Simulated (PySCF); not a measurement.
**Simulated absorption spectrum**

Compound: PF₃.
SMILES: `FP(F)F`

Computed with TDDFT CAM-B3LYP/def2-SVPD, vertical, gas phase, core orbitals frozen in the response in PySCF. Geometry: GFN2-xTB; no solvent, vibrations or thermal averaging.

Computed states:

| state | E (eV) | f |
| --- | --- | --- |
| S1 | 8.11 | 0.174 |
| S2 | 8.11 | 0.174 |
| S3 | 10.15 | 0.039 |
| S4 | 10.15 | 0.039 |
| S5 | 10.23 | 0.0000 |
| S6 | 10.24 | 0.074 |
| S7 | 10.28 | 0.0004 |
| S8 | 10.28 | 0.0004 |

Broadening: Gaussians 0.4 eV wide at half height, area fixed by f = 4.319×10⁻⁹ ∫ε dν̃. The cross-section is σ = 3.8235×10⁻²¹ ε cm², given in Mb (10⁻¹⁸ cm²). The width is an assumption, not a result. The curve ends short of the highest state used, and states not computed would add to its high-energy end.

(1) Give the broadened spectrum and its maxima.

(2) Does any computed singlet lie in the visible range?

(3) Coming from long wavelengths, where does ε first pass 100 L mol⁻¹ cm⁻¹?

Results:

(1) 
```csv
λ (nm),σ (Mb)
128.0,0.56
128.7,0.22
129.4,0.08
130.1,0.03
130.7,0.01
131.4,0.00
132.1,0.00
132.8,0.00
133.4,0.00
134.1,0.00
134.8,0.00
135.5,0.00
136.1,0.00
136.8,0.00
137.5,0.00
138.2,0.00
138.8,0.00
139.5,0.00
140.2,0.01
140.9,0.02
141.5,0.05
142.2,0.13
142.9,0.32
143.6,0.72
144.2,1.36
144.9,2.69
145.6,4.96
146.3,8.58
146.9,13.08
147.6,20.20
148.3,29.43
149.0,40.48
149.6,50.89
150.3,63.21
151.0,74.45
151.7,83.30
152.3,88.12
153.0,89.92
153.7,87.50
154.4,81.29
155.1,72.19
155.7,62.97
156.4,51.60
157.1,40.55
157.8,30.61
158.4,23.30
159.1,16.36
159.8,11.06
160.5,7.21
161.1,4.86
161.8,2.97
162.5,1.75
163.2,1.00
163.8,0.61
164.5,0.33
165.2,0.17
```

Maxima: 153 nm (8.11 eV), ε about 24000, made up of S1 (50%) and S2 (50%) (ε in L mol⁻¹ cm⁻¹; maxima over ε = 5, shares over 10%). At its high-energy end, 9.68 eV, the curve is still rising (ε about 130, from S3, S4 and S6).

(2) No computed singlet lies in the visible range (380 to 750 nm); the lowest, at 153 nm, stands 4.84 eV above its violet end (3.26 eV).

(3) At about 164 nm (7.55 eV), 0.56 eV below S1.
